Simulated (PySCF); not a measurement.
C6H8.
SMILES with atom numbers: `[CH:1]1=[CH:2][C@@H:3]2[CH2:4][C@@H:5]2[CH2:6]1` (hydrogens: H7 on C1; H8 on C2; H9 on C3; H10, H11 on C4; H12 on C5; H13, H14 on C6)

Linear response at wB97X-D/def2-SVPD (PySCF, frozen core in the response, non-relativistic). Isolated species at its PBE0-D3(BJ)/def2-SVP geometry, gas phase.

Static isotropic polarisability: 64.50 au (9.56 Å³), principal values 54.6, 65.8, 73.1 au.

Question: What is the polarisability at 1064 nm and at the sodium D line?

Answer: 65.02 au at 1064 nm (+0.8 %), 66.24 au at 589.3 nm (+2.7 %). The rise at 589.3 nm is 3.37 times that at 1064 nm; a pure ω² law gives 3.26. The lowest singlet lies at 194 nm, shorter than both wavelengths.

Question: What is the isotropic C6 coefficient between two such molecules, C6 = (3/π)∫α(iω)² dω?

Answer: 1771 au (Eh·bohr⁶) by a ten-point quadrature over imaginary frequencies, which is 1060 eV·Å⁶ or 102 J·nm⁶/mol.

Question: Which effective excitation energy ω̄ makes London's formula C6 = (3/4)α²ω̄ exact here?

Answer: ω̄ = 4·C6/(3α²) = 0.568 Eh = 15.4 eV. A one-pole form α(ω) = α/(1 − ω²/ω̄²) fitted to the 1064 nm value gives 13.1 eV.

Question: How many electrons N does the Slater–Kirkwood formula C6 = (3/4)·√N·α^(3/2) need to give this C6?

Answer: N = (4·C6/3)²/α³ = 20.8; the species has 44 electrons in all.

Question: The lowest 6 singlets have (eV, f): 6.38, 0.145; 6.92, 0.012; 7.30, 0.023; 7.60, 0.023; 7.74, 0.003; 7.94, 0.008. What share of the static polarisability do they carry in the sum over states α = Σ f/ω²?

Answer: 3.56 au, 5.5 % of α; the largest term, 2.64 au, is that of the state at 6.38 eV. Their oscillator strengths add up to 0.21. Higher states carry the rest.

Question: How anisotropic is the static polarisability, by Δα² = ½[(α1 − α2)² + (α2 − α3)² + (α3 − α1)²]?

Answer: Δα = 16.2 au, or 0.25 of the isotropic value.

Question: What n − 1 at the D line would an ideal gas of it have at 273.15 K and 1 atm (2.6868 × 10¹⁹ cm⁻³), by n − 1 = 2π·N·α′?

Answer: 16.57 × 10⁻⁴, a formal value whether or not that pressure can be reached.

Question: What does −C6/R⁶ come to at R = 10 Å between centres?

Answer: -100 J/mol. This is the leading, orientation-averaged term; C8 and higher terms are left out.

Note: wB97X-D ran without an empirical dispersion term, which enters the total energy and its gradient alone.
